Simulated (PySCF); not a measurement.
An unknown is described by computed data only.

Elements present: C, Cl, H and O. Monoisotopic mass: 94.0185 u.

| Property | Result |
| --- | --- |
| 1H NMR | chemical shifts (computed TMS as zero) by class: 3.59 (2 H), 3.57 (3 H), 3.45 (2 H) ppm [GIAO PBE0/pcSseg-1] |
| Rotational structure | rotational constants A, B, C: 20.290, 1.419, 1.360 GHz [GFN2-xTB] |
| Polarisability | 58.1 au [PBE0/def2-SVPD] |
| 13C NMR | chemical shifts (computed TMS as zero) by class: 78.0 (1 C), 61.6 (1 C), 46.8 (1 C) ppm [GIAO PBE0/pcSseg-1] |
| Dipole | 1.92 D [PBE0/def2-SVPD] |
| UV, first state | lowest singlet excitation: 7.00 eV (177 nm, f = 0.009) [TDDFT PBE0/def2-SVPD] |
| NMR, other nuclei | isotropic shieldings of nuclei other than C and H, by class: 310 (1 O), 907 (1 Cl) ppm [GIAO PBE0/pcSseg-1] |
| Triplet | lowest triplet excitation (Tamm–Dancoff): 6.72 eV [TDA PBE0/def2-SVPD] |

Electronic properties: PySCF, gas phase, density fitting. Levels stand in brackets. NMR shifts are as computed; neighbouring signals can stand in another order in a measured spectrum. Geometry: GFN2-xTB, one conformer, isolated molecule. NMR classes are plain means over equivalent atoms (diastereotopic ones count apart unless rotation or inversion swaps them), as if these changed places fast.

**Question.** Which formula fits the mass and the elements?

**Answer.** C3H7ClO (calculated 94.0185). No other formula that holds each of these elements comes within 0.0003 u with a fitting electron parity and a possible valence count.

**Question.** Propose a structure and show how it fits.

**Answer.** Numbering: `[CH3:1][O:2][CH2:3][CH2:4][Cl:5]`. Its formula, C3H7ClO, gives 0 degrees of unsaturation, so no ring and no π bond. 3 carbons fall into 3 classes; from least to most shielded: sp3 carbon bound to oxygen [C3] (78.0 ppm), methoxy carbon [C1] (61.6 ppm), sp3 C–Cl carbon [C4] (46.8 ppm). Hydrogen classes from least to most shielded: 2 H on an sp3 C–Cl carbon, C4 (3.59 ppm), 3 H on a methoxy carbon, C1 (3.57 ppm, a mean of values up to 0.6 ppm apart in this geometry), 2 H on an sp3 carbon bound to oxygen, C3 (3.45 ppm). The other shieldings belong to: 310 ppm, ether oxygen [O2]; 907 ppm, alkyl chlorine [Cl5]. The optimised geometry has point group Cs and is an asymmetric top. Structure: 2-chloroethyl methyl ether (`COCCCl`). Computed isomers that give other values at the same levels: `C[C@H](Cl)CO` (rotational constant A: 4.717 GHz; this holds for the one conformer computed). The assignments are read from this structure; whether some other isomer fits the data as well wasn't checked.

The values belong to the conformer `[CH3:1][O:2][CH2:3][CH2:4][Cl:5]`: C1–O2–C3–C4 180°, O2–C3–C4–Cl5 180°.
